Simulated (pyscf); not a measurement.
## Four-centre exchange: `[NH2][SiH]([Cl])[Cl]` + `[ClH]` → `[NH2][SiH]([Cl])[Cl]` + `[ClH]`

Gas phase, singlet surface, charge 0. Bonds broken: Si2–Cl8, Cl3–H9. Bonds formed: Si2–Cl3, Cl8–H9. Optimised with ωB97X-D3(BJ)/def2-SVP in PySCF.

Transition state (Å):

```xyz
9

N      0.2408     0.8158     0.5726
Si    -1.0922    -0.0553    -0.0059
Cl    -0.8930    -1.9271    -1.5527
Cl    -3.0288     0.6448    -0.0857
H      0.6227     0.6064     1.4886
H      0.7005     1.5707     0.0784
H     -1.2074    -1.1077     1.0316
Cl    -0.6522     0.9322    -2.1565
H     -0.7042    -0.7112    -2.3213
```

One imaginary mode, 539i cm⁻¹; descent along it reached the two sides named, in the forms told below.

```
bond     change  reactant side (Å)  saddle  product side
-------  ------  -----------------  ------  ------------
Si2–Cl8  breaks              2.073   2.407           3.8
Cl3–H9   breaks              1.287   1.451         2.442
Si2–Cl3   forms                3.8   2.436         2.090
Cl8–H9    forms              2.492   1.652         1.290
```

Electronic energies relative to the separated reactants (kcal/mol):

| level | barrier | reaction energy | reverse barrier |
|---|---|---|---|
| ωB97X-D3(BJ)/def2-TZVP | 31.1 | 0.0 | 31.1 |
| PBE/def2-TZVP | 25.0 | 0.0 | 25.0 |
| r²SCAN/def2-TZVP | 27.4 | 0.0 | 27.4 |
| B3LYP-D3(BJ)/def2-TZVP | 30.0 | 0.0 | 30.0 |
| PBE0-D3(BJ)/def2-TZVP | 27.7 | 0.0 | 27.7 |
| M06-2X/def2-TZVP | 32.3 | 0.0 | 32.3 |
| ωB97M-D3(BJ)/def2-TZVP | 32.3 | 0.0 | 32.3 |
| HF/def2-TZVP | 54.4 | 0.0 | 54.4 |

With ωB97M-D3(BJ)/def2-TZVP energies and thermal terms (ideal gas, 1 atm, RRHO with modes under 100 cm⁻¹ raised to 100, one conformer, R ln 2 for chiral ones without a mode under 150 cm⁻¹), in kcal/mol:

```json
[
 {"T (K)": "298", "ΔH‡": "31.4", "ΔG‡": "42.5", "ΔH": "0.0", "ΔG": "0.0"},
 {"T (K)": "600", "ΔH‡": "31.3", "ΔG‡": "53.9", "ΔH": "0.0", "ΔG": "0.0"},
 {"T (K)": "900", "ΔH‡": "31.7", "ΔG‡": "65.1", "ΔH": "0.0", "ΔG": "0.0"},
 {"T (K)": "1200", "ΔH‡": "32.2", "ΔG‡": "76.2", "ΔH": "0.0", "ΔG": "0.0"}
]
```

On the product side the descent ends in a complex, 4.3 kcal/mol under the separated species and 35.4 kcal/mol under the saddle at ωB97X-D3(BJ)/def2-TZVP. The same reactants have a lower exit, to Cl–SiH(Cl)–Cl + NH₃ (barrier +6.5 kcal/mol at ωB97M-D3(BJ)/def2-TZVP, against +32.3 kcal/mol here). One saddle was located; it need not be the lowest between these sides.
